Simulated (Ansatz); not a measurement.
Input for Ansatz (development build ahead of 0.2.0):

```yaml
crystal:
  periodic: [false, false, false]
  atoms:
    - { symbol: H, position_ang: [0.0, 0.0, -1.49606] }
    - { symbol: C, position_ang: [0.0, 0.0, -0.47375] }
    - { symbol: O, position_ang: [0.0, 0.0, 0.54232] }
basis:
  gaussian: { orbitals: STO-3G }
total_charge: 1
hamiltonian:
  xc: hf
```

The input is written out in the form of the current development build from the run's settings.

Results

```
Converged                       : yes
Total energy                    : -111.43768 hartree
Spin squared of the determinant : 0.000
```

Caution: no unrestricted run beside it, a lower state can exist.
